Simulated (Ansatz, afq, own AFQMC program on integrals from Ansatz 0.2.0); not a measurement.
## CHGe, sextet in cc-pVDZ, levels against CCSDT(Q)

```csv
atom,x (Å),y (Å),z (Å)
Ge,0.0000,0.0140,0.3105
C,0.0000,-0.1369,-1.6710
H,0.0000,0.6198,-2.4658
```

Connectivity, by distances: Ge–CH.

Basis cc-pVDZ. Only valence electrons are correlated. AFQMC by an in-house program on the Cholesky factors that Ansatz 0.2.0 writes for its CCSD(T) run. ph-AFQMC/CISD is guided by a CISD state made of CCSD amplitudes; releasing the constraint for a short imaginary time cuts its bias at the price of noise, slowly where states lie close. Uncertainties: one standard error, sampling alone. No spin–orbit coupling.

Determinant: UHF, the one that the program's search chose, which needn't be the lowest solution. The geometry is a PBE0/def2-TZVP stationary point of this or a neighbouring charge and spin state.

No full CI on the walks' own integrals is used here; CCSDT(Q) serves as the reference and is uncertain by about the last step of the cluster series.

Cautions: no relativity below Rb; no spin-orbit coupling; inner d shell frozen; another spin lies lower (by 2.84 eV).

- T1 diagnostic: 0.0185
- weight of the determinant in the CISD state: 0.917
- ⟨S²⟩ of the determinant: 8.774
- size of the correlated space: 9 electrons in 31 orbitals

Reference: CCSDT(Q), correlation energy -3.990 eV. The released energy is read at 2.40 1/Eh (meV from the phaseless value at times in 1/Eh: 4 ± 8 at 0.24, 15 ± 7 at 0.51, 15 ± 6 at 0.99, 18 ± 7 at 1.62, 16 ± 8 at 2.40).

```json
{"level": "HF", "E − E(reference) (kcal/mol)": "92.02", "share of correlation (%)": "0.00"}
{"level": "MP2", "E − E(reference) (kcal/mol)": "19.79", "share of correlation (%)": "78.50"}
{"level": "CCSD", "E − E(reference) (kcal/mol)": "2.86", "share of correlation (%)": "96.89"}
{"level": "CCSD(T)", "E − E(reference) (kcal/mol)": "0.66", "share of correlation (%)": "99.29"}
{"level": "CCSDT", "E − E(reference) (kcal/mol)": "0.13", "share of correlation (%)": "99.86"}
{"level": "ph-AFQMC/CISD", "E − E(reference) (kcal/mol)": "-0.27 ± 0.16", "share of correlation (%)": "100.30"}
{"level": "released AFQMC", "E − E(reference) (kcal/mol)": "0.10 ± 0.18", "share of correlation (%)": "99.90"}
```

A walk keeps the symmetry of its determinant, which the program's search chose and which needn't be the lowest solution, so a lower state of the same spin and another symmetry isn't excluded. Released energies are given only where the last usable release times agree within the noise; a slower fall can still hide under it.
